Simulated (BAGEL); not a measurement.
# BN2H5 (SMILES NBN): HF/STO-3G (density fitting with qzvpp-jkfit)

What is the vertical electron affinity of BN2H5 at HF/STO-3G (density fitting with qzvpp-jkfit)? 

The calculation is run with BAGEL 1.2.2.

4 further runs of the same task are left out: 4 set aside as unsound or not needed. Runs told in other sessions of the task aren't counted.

### 1 The molecule

BN2H5: 8 atoms, total charge 0, spin state singlet. SMILES: `NBN`. The shape is that of a PBE0-D4/def2-TZVP optimisation.

Bond lengths: N1–B2 1.409 Å, B2–N3 1.409 Å, N1–H4 1.005 Å, N1–H5 1.002 Å, B2–H6 1.200 Å, N3–H7 1.003 Å, N3–H8 1.005 Å. Angles: N1–B2–N3 122.9°, N1–B2–H6 118.5°, N3–B2–H6 118.5°, B2–N1–H4 124.5°, B2–N1–H5 121.9°, B2–N3–H7 121.9°, B2–N3–H8 124.5°, H4–N1–H5 113.6°, H7–N3–H8 113.6°.

### 2 The energy at HF/STO-3G (density fitting with qzvpp-jkfit)

Input file input.json:

```json
{ "bagel" : [

{
  "title" : "molecule",
  "basis" : "sto-3g",
  "df_basis" : "qzvpp-jkfit",
  "angstrom" : true,
  "geometry" : [
    { "atom" : "N", "xyz" : [      -0.971000,       0.516500,      -0.581100 ] },
    { "atom" : "B", "xyz" : [       0.194200,       0.386600,       0.200500 ] },
    { "atom" : "N", "xyz" : [       0.848200,      -0.845200,       0.401400 ] },
    { "atom" : "H", "xyz" : [      -1.426800,      -0.244500,      -1.053400 ] },
    { "atom" : "H", "xyz" : [      -1.423900,       1.400900,      -0.713700 ] },
    { "atom" : "H", "xyz" : [       0.649700,       1.368600,       0.718000 ] },
    { "atom" : "H", "xyz" : [       1.676700,      -0.919800,       0.960900 ] },
    { "atom" : "H", "xyz" : [       0.545000,      -1.720300,       0.011600 ] }
  ]
},

{ "title" : "hf" },

{ "title" : "print", "file" : "orbitals.molden", "orbitals" : true }

]}
```

On the command line:

```sh
$ BAGEL_NUM_THREADS=1 BAGEL input.json > input.out
```

Log:

```text
* using 1 threads per process

  ===============================================================
  ===============================================================

  *** Geometry ***

  { "atom" : "N", "xyz" : [     -1.834924,      0.976044,     -1.098120 ] },
  { "atom" : "B", "xyz" : [      0.366985,      0.730568,      0.378890 ] },
  { "atom" : "N", "xyz" : [      1.602866,     -1.597197,      0.758536 ] },
  { "atom" : "H", "xyz" : [     -2.696261,     -0.462038,     -1.990638 ] },
  { "atom" : "H", "xyz" : [     -2.690781,      2.647317,     -1.348698 ] },
  { "atom" : "H", "xyz" : [      1.227755,      2.586279,      1.356823 ] },
  { "atom" : "H", "xyz" : [      3.168504,     -1.738170,      1.815838 ] },
  { "atom" : "H", "xyz" : [      1.029901,     -3.250896,      0.021921 ] },

  Number of auxiliary basis functions:      319

  Since a DF basis is specified, we compute 2- and 3-index integrals:
    o Being stored without compression. Storage requirement is 0.001 GB

  Number of basis functions:       20
  Number of electrons      :       24

    * METHOD: MOLECULE                             0.07

  *** RHF ***

  === Nuclear Repulsion ===
    68.8525948158

      * DIIS with orbital gradients will be used.

  === RHF iteration (sto-3g) ===
      0       -134.79964692          0.01512053           0.00
      1       -134.83147263          0.00354356           0.00
      2       -134.83330890          0.00089091           0.00
      3       -134.83345240          0.00010327           0.00
      4       -134.83345469          0.00003245           0.00
      5       -134.83345496          0.00000323           0.00
      6       -134.83345496          0.00000038           0.00
      7       -134.83345496          0.00000005           0.00
      8       -134.83345496          0.00000001           0.00
    * SCF iteration converged.

    * Permanent dipole moment:
           (    0.174359,     0.375838,     0.197904) a.u.

    * METHOD: HF                                   0.08

    * METHOD: PRINT                                0.00

  ===============================================================
```

It took 0.26 s on 1 thread of Arm Neoverse V1, shared host.

### 3 The doublet anion, same level

Input file calc.json:

```json
{ "bagel" : [

{
  "title" : "molecule",
  "basis" : "sto-3g",
  "df_basis" : "qzvpp-jkfit",
  "angstrom" : true,
  "geometry" : [
    { "atom" : "N", "xyz" : [   -0.971000,    0.516500,   -0.581100 ] },
    { "atom" : "B", "xyz" : [    0.194200,    0.386600,    0.200500 ] },
    { "atom" : "N", "xyz" : [    0.848200,   -0.845200,    0.401400 ] },
    { "atom" : "H", "xyz" : [   -1.426800,   -0.244500,   -1.053400 ] },
    { "atom" : "H", "xyz" : [   -1.423900,    1.400900,   -0.713700 ] },
    { "atom" : "H", "xyz" : [    0.649700,    1.368600,    0.718000 ] },
    { "atom" : "H", "xyz" : [    1.676700,   -0.919800,    0.960900 ] },
    { "atom" : "H", "xyz" : [    0.545000,   -1.720300,    0.011600 ] }
  ]
},
{
  "title" : "uhf",
  "charge" : -1,
  "nopen" : 1
},
{
  "title" : "print",
  "file" : "orbitals.molden",
  "orbitals" : true
}

]}
```

On the command line:

```sh
$ BAGEL_NUM_THREADS=1 BAGEL calc.json > calc.out
```

Log:

```text
* using 1 threads per process

  ===============================================================
  ===============================================================

  *** Geometry ***

  { "atom" : "N", "xyz" : [     -1.834924,      0.976044,     -1.098120 ] },
  { "atom" : "B", "xyz" : [      0.366985,      0.730568,      0.378890 ] },
  { "atom" : "N", "xyz" : [      1.602866,     -1.597197,      0.758536 ] },
  { "atom" : "H", "xyz" : [     -2.696261,     -0.462038,     -1.990638 ] },
  { "atom" : "H", "xyz" : [     -2.690781,      2.647317,     -1.348698 ] },
  { "atom" : "H", "xyz" : [      1.227755,      2.586279,      1.356823 ] },
  { "atom" : "H", "xyz" : [      3.168504,     -1.738170,      1.815838 ] },
  { "atom" : "H", "xyz" : [      1.029901,     -3.250896,      0.021921 ] },

  Number of auxiliary basis functions:      319

  Since a DF basis is specified, we compute 2- and 3-index integrals:
    o Being stored without compression. Storage requirement is 0.001 GB

  Number of basis functions:       20
  Number of electrons      :       24

    * METHOD: MOLECULE                             0.07

  *** Open-shell HF ***

  === Nuclear Repulsion ===
    68.8525948158

      * DIIS with orbital gradients will be used.

  === UHF iteration (sto-3g) ===
      0       -134.38007012          0.04987585           0.01
      1       -134.47153009          0.00685749           0.01
      2       -134.47445254          0.00197666           0.01
      3       -134.47486006          0.00055348           0.01
      4       -134.47495053          0.00014605           0.01
      5       -134.47497050          0.00001155           0.01
      6       -134.47497209          0.00000271           0.01
      7       -134.47497241          0.00000113           0.01
      8       -134.47497249          0.00000026           0.01
      9       -134.47497249          0.00000004           0.01
     10       -134.47497249          0.00000001           0.01
     11       -134.47497249          0.00000000           0.01
    * SCF iteration converged.

    * S^2 (UHF) is 0.7576

    * Permanent dipole moment:
           (    0.375653,     0.809690,     0.426508) a.u.

    * METHOD: UHF                                  0.13

    * METHOD: PRINT                                0.00

  ===============================================================
```

Run time: 0.32 s. Hardware: 1 thread of Arm Neoverse V1, shared host.

### 4 Summary of results

Level: HF/STO-3G (density fitting with qzvpp-jkfit).

| quantity | value |
| --- | --- |
| singlet BN2H5: total energy | -134.83345 Eh |
| singlet BN2H5: dipole moment | 1.17 D |
| singlet BN2H5: HOMO energy | -8.11 eV |
| singlet BN2H5: LUMO energy | 10.93 eV |
| singlet BN2H5: HOMO–LUMO gap | 19.04 eV |
| doublet anion: total energy | -134.47497 Eh |
| doublet anion: ⟨S²⟩ | 0.758 |
| vertical electron affinity (to the doublet anion) | -9.755 eV |

**Reading.** The anion lies 9.75 eV (941 kJ/mol) above the neutral: the electron isn't bound at this level, and such a value depends on the basis. Without diffuse functions anions come out too high. Hartree–Fock misses the correlation that binds many anions. In a minimal basis such a difference can be off by several eV, whatever the method.
